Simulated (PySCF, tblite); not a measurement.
# H2O: deprotonation

Wanted: deprotonation for H2O (`O`).

Computed with tblite 0.8.0 and PySCF 2.14.0 and routines of our own; the level stands in each step. Atoms count from 0.

## 1. The starting structure

3 atoms, charge 0, multiplicity 1; geometry from: start built from the parent or by distance geometry.

## 2. Relaxing the molecule with GFN2-xTB

What the job is given:

```
{"job": {"kind": "relax", "xc": "GFN2-xTB", "basis": "xTB"}, "charge": 0, "multiplicity": 1}
O      0.010300     0.380100    -0.005300
H     -0.805800    -0.186600    -0.023000
H      0.818500    -0.198500     0.003200
```

Command:

```bash
$ OMP_NUM_THREADS=1 python redox_run.py task.json out
```

The driver reads the jobs from task.json and runs them one after another.

The program printed:

```text
step      E/eV     max force
  0    -137.91774    1.505
  1    -137.96741    0.342
  2    -137.97109    0.276
  3    -137.97626    0.135
  4    -137.97654    0.017
  5    -137.97654    0.001
```

Wall time 0.01 s (1 thread of Intel Xeon Platinum 8488C, shared host).

Relaxation path:

| step | energy from step 0 (eV) | largest force (eV/Å) |
| --- | --- | --- |
| 0 | 0.0000 | 1.5045 |
| 1 | -0.0497 | 0.3418 |
| 2 | -0.0533 | 0.2760 |
| 3 | -0.0585 | 0.1350 |
| 4 | -0.0588 | 0.0170 |
| 5 | -0.0588 | 0.0014 |

Distances of close pairs at the start and the end, largest changes first:

| bond | before (Å) | after (Å) | change (Å) |
| --- | --- | --- | --- |
| O0–H2 | 0.994 | 0.959 | -0.035 |
| O0–H1 | 0.994 | 0.959 | -0.035 |

The end geometry stands in the next job.

## 3. Infrared spectrum with GFN2-xTB

What the job is given:

```
{"job": {"kind": "ir", "xc": "GFN2-xTB", "basis": "xTB"}, "charge": 0, "multiplicity": 1}
O      0.010365     0.377659    -0.005300
H     -0.765734    -0.185763    -0.022359
H      0.778330    -0.196972     0.002552
```

The program printed:

```text
mode    cm-1     km/mol
  1    1539.4    133.26
  2    3643.6      6.77
  3    3651.9     16.45
ZPE 52.844  H(298)-E 62.771  G(298)-E 6.537 kJ/mol  S 188.61 J/(mol K)
```

Wall time 0.08 s (1 thread of Intel Xeon Platinum 8488C, shared host).

Which atoms move in the most intense modes:

| cm⁻¹ | km/mol | atoms |
| --- | --- | --- |
| 1539 | 133.3 | H2 46 %, H1 46 % |
| 3644 | 6.8 | H1 50 %, H2 47 % |
| 3652 | 16.4 | H2 48 %, H1 45 % |

## 4. Geometry optimisation at PBE0-D3(BJ)/ma-def2-SVP

What the job is given:

```
{"job": {"xc": "PBE0", "basis": "ma-def2-SVP", "d3": "d3bj", "grid": 1, "kind": "geom"}, "charge": 0, "multiplicity": 1}
O      0.010365     0.377659    -0.005300
H     -0.765734    -0.185763    -0.022359
H      0.778330    -0.196972     0.002552
```

The program printed:

```text
step   0  E = -76.29191140  max force = 0.006717
step   1  E = -76.29205880  max force = 0.000477
step   2  E = -76.29205901  max force = 0.000066
optimisation converged
```

Run time: 0.66 s. Hardware: 1 thread of Intel Xeon Platinum 8488C, shared host.

Relaxation path:

| step | energy from step 0 (eV) | largest force component (eV/Å) |
| --- | --- | --- |
| 0 | 0.0000 | 0.3454 |
| 1 | -0.0040 | 0.0245 |
| 2 | -0.0040 | 0.0034 |

Close pairs (by a distance rule), those that changed most:

```csv
bond,before (Å),after (Å),change (Å)
O0–H2,0.959,0.962,+0.002
O0–H1,0.959,0.962,+0.002
```

The next job starts from the end point, and lists it.

```csv
at the end point,value
point group (found at 0.08 Å tolerance),C2v
"rotational constants (GHz, main isotopes)","820.6, 431.8, 282.9"
dipole moment (D),2.20
```

## 5. Harmonic vibrations (H2O): PBE0-D3(BJ)/ma-def2-SVP

What the job is given:

```
{"job": {"xc": "PBE0", "basis": "ma-def2-SVP", "d3": "d3bj", "grid": 2, "kind": "hessian"}, "charge": 0, "multiplicity": 1}
O      0.010055     0.389321    -0.005043
H     -0.750400    -0.193268     0.078951
H      0.763227    -0.201133    -0.098966
```

The program printed:

```text
coarse grid: 2328 points
cycle   1  E = -76.2100141152  dE = -1.643e-02  |g| = 5.930e-01  |ddm| = 1.360e+00
cycle   2  E = -76.1270242692  dE =  8.299e-02  |g| = 8.887e-01  |ddm| = 9.070e-01
cycle   3  E = -76.2772371624  dE = -1.502e-01  |g| = 3.049e-02  |ddm| = 5.469e-01
cycle   4  E = -76.2774128113  dE = -1.756e-04  |g| = 3.090e-03  |ddm| = 1.711e-02
cycle   5  E = -76.2774143288  dE = -1.517e-06  |g| = 4.892e-04  |ddm| = 2.713e-03
final grid: 21952 points
cycle   6  E = -76.2920651087  dE = -7.188e-06  |g| = 3.191e-03  |ddm| = 7.940e-03
cycle   7  E = -76.2920631151  dE =  1.994e-06  |g| = 4.592e-03  |ddm| = 4.513e-03
cycle   8  E = -76.2920669664  dE = -3.851e-06  |g| = 4.336e-05  |ddm| = 2.628e-03
cycle   9  E = -76.2920669670  dE = -5.445e-10  |g| = 2.838e-06  |ddm| = 4.575e-05
cycle  10  E = -76.2920669670  dE = -4.775e-12  |g| = 2.591e-07  |ddm| = 5.726e-06
converged SCF energy = -76.2920669670

mode    cm-1
  1    1596.2
  2    3887.6
  3    3994.5
ZPE 56.692  H(298)-E 66.617  G(298)-E 10.340 kJ/mol  S 188.75 J/(mol K)
```

Run time: 2.2 s. Hardware: 1 thread of Intel Xeon Platinum 8488C, shared host.

Zero-point energy 56.69 kJ/mol (xTB gave 52.84).

## 6. Single point (H2O): PBE0-D3(BJ)/ma-def2-TZVP

Geometry: PBE0-D3(BJ)/ma-def2-SVP.

What the job is given:

```
{"job": {"kind": "sp", "xc": "PBE0", "basis": "ma-def2-TZVP", "d3": "d3bj", "grid": 2}, "charge": 0, "multiplicity": 1}
O      0.010055     0.389321    -0.005043
H     -0.750400    -0.193268     0.078951
H      0.763227    -0.201133    -0.098966
```

The program printed:

```text
coarse grid: 2328 points
cycle   1  E = -76.3027246262  dE = -4.693e-03  |g| = 6.593e-01  |ddm| = 9.147e-01
cycle   2  E = -76.1957599112  dE =  1.070e-01  |g| = 1.015e+00  |ddm| = 7.637e-01
cycle   3  E = -76.3804264076  dE = -1.847e-01  |g| = 3.382e-02  |ddm| = 4.733e-01
cycle   4  E = -76.3806351722  dE = -2.088e-04  |g| = 5.408e-03  |ddm| = 1.638e-02
cycle   5  E = -76.3806393855  dE = -4.213e-06  |g| = 6.924e-04  |ddm| = 2.368e-03
final grid: 21952 points
cycle   6  E = -76.3793154996  dE = -1.432e-05  |g| = 3.011e-03  |ddm| = 5.907e-03
cycle   7  E = -76.3793141307  dE =  1.369e-06  |g| = 4.034e-03  |ddm| = 2.844e-03
cycle   8  E = -76.3793167915  dE = -2.661e-06  |g| = 2.496e-04  |ddm| = 1.749e-03
cycle   9  E = -76.3793168018  dE = -1.031e-08  |g| = 2.016e-05  |ddm| = 1.002e-04
cycle  10  E = -76.3793168019  dE = -7.640e-11  |g| = 2.643e-06  |ddm| = 1.102e-05
converged SCF energy = -76.3793168019
```

Run time: 0.58 s. Hardware: 1 thread of Intel Xeon Platinum 8488C, shared host.

The fields below are evaluated on a grid from the run's orbitals.

Frontier orbitals at PBE0/ma-def2-TZVP, with the share of their density that lies nearest to each atom:

```
orbital  energy (eV)                          lies on
   HOMO        -9.04   O0 82 %; H1, H2 about 9 % each
   LUMO         0.31  H1, H2 about 41 % each; O0 17 %
```

ELF in a plane through or near 3 of the atoms.

Values, 10 rows by 14 columns:
```
0.00 0.00 0.00 0.00 0.00 0.00 0.00 0.00 0.00 0.00 0.00 0.00 0.00 0.00
0.00 0.00 0.00 0.00 0.00 0.00 0.00 0.00 0.00 0.00 0.00 0.00 0.00 0.00
0.00 0.00 0.00 0.00 0.00 0.01 0.01 0.00 0.01 0.00 0.00 0.00 0.00 0.00
0.00 0.00 0.00 0.06 0.61 0.67 0.37 0.16 0.51 0.67 0.36 0.02 0.00 0.00
0.00 0.00 0.01 0.32 0.85 0.98 0.88 0.60 0.95 0.93 0.65 0.14 0.00 0.00
0.00 0.00 0.00 0.14 0.70 0.90 0.84 0.31 0.89 0.82 0.40 0.06 0.00 0.00
0.00 0.00 0.00 0.01 0.13 0.49 0.80 0.72 0.74 0.21 0.03 0.00 0.00 0.00
0.00 0.00 0.00 0.00 0.04 0.30 0.70 0.80 0.59 0.08 0.01 0.00 0.00 0.00
0.00 0.00 0.00 0.00 0.00 0.04 0.13 0.18 0.10 0.01 0.00 0.00 0.00 0.00
0.00 0.00 0.00 0.00 0.00 0.00 0.00 0.00 0.00 0.00 0.00 0.00 0.00 0.00
```
The map spans 6.7 Å across and 6.0 Å up, centred on the molecule. Atoms in the plane (x, y in Å): O0 (0.0, -0.4), H1 (0.8, 0.2), H2 (-0.8, 0.2).

log10 of the density (e/Å³) in the same plane.

Ten even steps from '0' (-4.0) to '9' (1.6):
```
0000000000000000000000000000
0000000000000000000000000000
0000000000000000000000000000
0000000000111111110000000000
0000000111222222221110000000
0000011233333333333321100000
0000122344444444444432210000
0000123345566556655433210000
0000123456677667766543210000
0000233456777777776543320000
0000123456778888776543310000
0000123455678998765543210000
0000122345677887765432210000
0000012344566776654432100000
0000011234455665544321100000
0000001123344444433211000000
0000000122233333322210000000
0000000011222222221100000000
0000000000111111110000000000
0000000000000000000000000000
```
The map spans 6.7 Å across and 6.0 Å up, centred on the molecule. Atoms in the plane (x, y in Å): O0 (0.0, -0.4), H1 (0.8, 0.2), H2 (-0.8, 0.2).

On the surface of density 0.002 e/bohr³ the electrostatic potential runs, from the 1st to the 99th percentile, from -1.75 V near O0 to 2.44 V near H2.

## 7. Optimising the geometry at PBE0-D3(BJ)/ma-def2-SVP

This step treats HO−, `[OH-]`.

What the job is given:

```
{"job": {"xc": "PBE0", "basis": "ma-def2-SVP", "d3": "d3bj", "grid": 1, "kind": "geom"}, "charge": -1, "multiplicity": 1}
O      0.008726     0.397133    -0.007623
H      0.770069    -0.206409    -0.124683
```

The program printed:

```text
step   0  E = -75.65556647  max force = 0.010084
step   1  E = -75.65573443  max force = 0.000298
step   2  E = -75.65573477  max force = 0.000064
optimisation converged
```

It took 0.43 s on 1 thread of Intel Xeon Platinum 8488C, shared host.

Step by step:

| step | energy from step 0 (eV) | largest force component (eV/Å) |
| --- | --- | --- |
| 0 | 0.0000 | 0.5185 |
| 1 | -0.0046 | 0.0153 |
| 2 | -0.0046 | 0.0033 |

The bond:

| bond | before (Å) | after (Å) | change (Å) |
| --- | --- | --- | --- |
| O0–H1 | 0.979 | 0.965 | -0.014 |

The final coordinates are the input of the step that follows.

```csv
at the end point,value
point group (found at 0.08 Å tolerance),Cinfv
"rotational constants (GHz, main isotopes)","572.5, 572.5"
```

## 8. Harmonic vibrations (HO−, [OH-], multiplicity 1): PBE0-D3(BJ)/ma-def2-SVP

What the job is given:

```
{"job": {"xc": "PBE0", "basis": "ma-def2-SVP", "d3": "d3bj", "grid": 2, "kind": "hessian"}, "charge": -1, "multiplicity": 1}
O      0.014984     0.393559    -0.005597
H      0.763811    -0.202835    -0.126709
```

The program printed:

```text
coarse grid: 1712 points
cycle   1  E = -75.4321879729  dE =  1.838e-02  |g| = 9.497e-01  |ddm| = 1.085e+00
cycle   2  E = -74.3601516791  dE =  1.072e+00  |g| = 2.289e+00  |ddm| = 2.787e+00
cycle   3  E = -75.6387584195  dE = -1.279e+00  |g| = 7.131e-02  |ddm| = 2.139e+00
cycle   4  E = -75.6403111241  dE = -1.553e-03  |g| = 1.482e-02  |ddm| = 8.974e-02
cycle   5  E = -75.6403497732  dE = -3.865e-05  |g| = 3.337e-03  |ddm| = 1.490e-02
cycle   6  E = -75.6403517696  dE = -1.996e-06  |g| = 6.825e-04  |ddm| = 1.777e-03
final grid: 16584 points
cycle   7  E = -75.6557259199  dE =  9.845e-07  |g| = 6.557e-03  |ddm| = 8.302e-03
cycle   8  E = -75.6556995534  dE =  2.637e-05  |g| = 1.321e-02  |ddm| = 1.341e-02
cycle   9  E = -75.6557345140  dE = -3.496e-05  |g| = 6.847e-05  |ddm| = 9.162e-03
cycle  10  E = -75.6557345153  dE = -1.258e-09  |g| = 1.935e-05  |ddm| = 9.512e-05
cycle  11  E = -75.6557345153  dE = -8.413e-11  |g| = 1.688e-06  |ddm| = 2.457e-05
converged SCF energy = -75.6557345153

mode    cm-1
  1    3836.6
ZPE 22.948  H(298)-E 31.624  G(298)-E -19.756 kJ/mol  S 172.33 J/(mol K)
```

Run time: 1.1 s. Hardware: 1 thread of Intel Xeon Platinum 8488C, shared host.

Zero-point energy 22.95 kJ/mol (xTB gave 20.34).

## 9. Single point (HO−, [OH-], multiplicity 1): PBE0-D3(BJ)/ma-def2-TZVP

Geometry: PBE0-D3(BJ)/ma-def2-SVP.

What the job is given:

```
{"job": {"kind": "sp", "xc": "PBE0", "basis": "ma-def2-TZVP", "d3": "d3bj", "grid": 2}, "charge": -1, "multiplicity": 1}
O      0.014984     0.393559    -0.005597
H      0.763811    -0.202835    -0.126709
```

The program printed:

```text
coarse grid: 1712 points
cycle   1  E = -75.5127577075  dE =  4.373e-02  |g| = 1.029e+00  |ddm| = 7.766e-01
cycle   2  E = -73.1166956346  dE =  2.396e+00  |g| = 2.918e+00  |ddm| = 3.233e+00
cycle   3  E = -75.7328867930  dE = -2.616e+00  |g| = 1.914e-01  |ddm| = 2.946e+00
cycle   4  E = -75.7443794320  dE = -1.149e-02  |g| = 3.411e-02  |ddm| = 1.850e-01
cycle   5  E = -75.7445877555  dE = -2.083e-04  |g| = 6.115e-03  |ddm| = 2.891e-02
cycle   6  E = -75.7445938477  dE = -6.092e-06  |g| = 1.877e-03  |ddm| = 3.727e-03
final grid: 16584 points
cycle   7  E = -75.7444770494  dE =  3.366e-06  |g| = 9.419e-03  |ddm| = 8.077e-03
cycle   8  E = -75.7444120139  dE =  6.504e-05  |g| = 2.073e-02  |ddm| = 1.612e-02
cycle   9  E = -75.7444930930  dE = -8.108e-05  |g| = 3.096e-04  |ddm| = 1.151e-02
cycle  10  E = -75.7444931121  dE = -1.913e-08  |g| = 6.240e-06  |ddm| = 1.745e-04
cycle  11  E = -75.7444931121  dE = -2.353e-11  |g| = 1.150e-06  |ddm| = 1.314e-05
converged SCF energy = -75.7444931121
```

Run time: 0.22 s. Hardware: 1 thread of Intel Xeon Platinum 8488C, shared host.

## 10. Single point (HO radical): PBE0-D3(BJ)/ma-def2-TZVP

Geometry: PBE0-D3(BJ)/ma-def2-SVP, that of another charge or spin state.

What the job is given:

```
{"job": {"kind": "sp", "xc": "PBE0", "basis": "ma-def2-TZVP", "d3": "d3bj", "grid": 2}, "charge": 0, "multiplicity": 2}
O      0.014984     0.393559    -0.005597
H      0.763811    -0.202835    -0.126709
```

The program printed:

```text
final grid: 16584 points
cycle   1  E = -75.5639922661  dE =  2.678e-03  |g| = 6.097e-01  |ddm| = 5.634e-01
cycle   2  E = -75.4768541914  dE =  8.714e-02  |g| = 7.435e-01  |ddm| = 6.625e-01
cycle   3  E = -75.6861495418  dE = -2.093e-01  |g| = 3.793e-02  |ddm| = 4.259e-01
cycle   4  E = -75.6867498149  dE = -6.003e-04  |g| = 3.053e-03  |ddm| = 2.545e-02
cycle   5  E = -75.6867542612  dE = -4.446e-06  |g| = 7.454e-04  |ddm| = 2.123e-03
cycle   6  E = -75.6867546892  dE = -4.280e-07  |g| = 2.166e-04  |ddm| = 6.975e-04
cycle   7  E = -75.6867547505  dE = -6.132e-08  |g| = 4.210e-05  |ddm| = 3.421e-04
cycle   8  E = -75.6867547533  dE = -2.773e-09  |g| = 5.570e-06  |ddm| = 8.878e-05
converged SCF energy = -75.6867547533
```

It took 0.32 s on 1 thread of Intel Xeon Platinum 8488C, shared host.

(Part 1 of 2 ends here.)
